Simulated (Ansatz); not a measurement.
The first iterations of a band of AlFH3Si (6 atoms, charge 0, multiplicity 2).

Level of theory: Ansatz, UKS r2SCAN/def2-SVP.

```json
{
 "movable images": "9",
 "climbing image": "yes",
 "spring": "5.0 eV/Å²",
 "optimiser": "quadratic models (default)",
 "start path": "through a guess of the saddle point",
 "force threshold": "0.05 eV/Å",
 "iteration limit": "60",
 "end points": "relaxed"
}
```

Image 0:

```xyz
6
Properties=species:S:1:pos:R:3
F -1.951 -1.378 0.162
Si -0.369 -1.047 -0.077
Al 0.481 1.153 0.068
H 0.310 -2.348 -0.359
H 2.042 1.277 -0.191
H -0.512 2.343 0.397
```

Image 10:

```xyz
6
Properties=species:S:1:pos:R:3
F -1.128 -1.487 -1.029
Si 0.056 -0.636 -0.281
Al -0.834 1.547 0.474
H 0.558 -1.477 0.855
H 1.184 -0.491 -1.260
H 0.164 2.545 1.241
```

| iteration | highest image above the first end (eV) | largest band force component (eV/Å) |
| --- | --- | --- |
| 1 | 2.513 | 3.348 |
| 2 | 1.676 | 1.601 |
| 3 | 1.008 | 1.100 |
| 4 | 0.793 | 1.181 |

Does the band converge within its limit, and where does its top end?

The forces met the threshold. It ended after 12 iterations with the highest image 0.691 eV above the first end. The profile has 2 maxima (images 3, 8) with wells between them (image 6): this band takes more than one step, which may be the mechanism or a detour left from its start path. A vibrational analysis at the climbing image gives one clearly imaginary mode, 557i cm⁻¹: a first-order saddle point.

Run time: 3.6 min on 2 threads of AMD EPYC 9R14 (Zen 4), with other jobs on the host, peak memory 0.2 GiB.
